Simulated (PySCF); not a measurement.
Bond length, frequency and bond energy of SiC by level of theory

State: ³Π (triplet), unpaired electrons σ ↑, π ↑. Set-up: Si aug-pcseg-1, C aug-pcseg-1; no relativity (PySCF 2.14). De refers to Si + C in their high-spin ground configurations, without counterpoise correction. The functionals are run spin-unrestricted. A positive dipole means Si(−)C(+). Levels whose curve was spin-contaminated or gave no clean fit are not listed.

```csv
Level,Re (Å),ωe (cm⁻¹),De (eV),μ (D),"CPU s a point (SCF and correlation, without the integrals)"
ROHF,1.683,1106,2.21,-1.31,0.18
ROHF-MP2,1.729,990,3.92,n/a,0.3
ROHF-SCS-MP2,1.727,991,3.72,n/a,n/a
PBE,1.737,951,4.70,-1.67,1.1
BLYP,1.742,931,4.44,-1.78,0.81
r²SCAN,1.723,977,4.43,-1.40,1.6
PBE0,1.717,992,4.30,-1.55,1.4
BHandHLYP,1.706,991,3.75,-1.58,1
LC-ωPBE,1.700,1010,4.00,-1.39,1.2
```

Task: What does a quarter of exact exchange do here, going from PBE to PBE0?

Result: PBE0 less PBE: -2.0 pm in Re, +4.3 % in ωe, -0.40 eV in De. Exact exchange removes part of the self-interaction that spreads semilocal densities, and in most molecules shortens and stiffens the bond and lowers De; so it does here.

Task: What does second-order correlation do here, going from ROHF to ROHF-MP2?

Result: ROHF-MP2 less ROHF: +4.6 pm in Re, -10.5 % in ωe, +1.71 eV in De. Correlation nearly always deepens the well. The bond lengthens, as in strong covalent bonds, where excitations into antibonding orbitals dominate.

Correlated steps freeze 6 core orbitals. Correlated levels converge slowly with the basis: in double zeta they bind strong bonds too weakly, by up to about 1 eV, and carry superposition errors of some tenths. UHF is strongly spin-contaminated for SiC, so the ROHF reference used there is far from stable. The state is the lowest determinant that a PBE0 search found; another state may lie lower at other levels.

The whole job (state search and all levels along the bond) took about 2.9 min on 1 thread of Intel Xeon Platinum 8488C (shared host), peak memory 0.64 GiB.
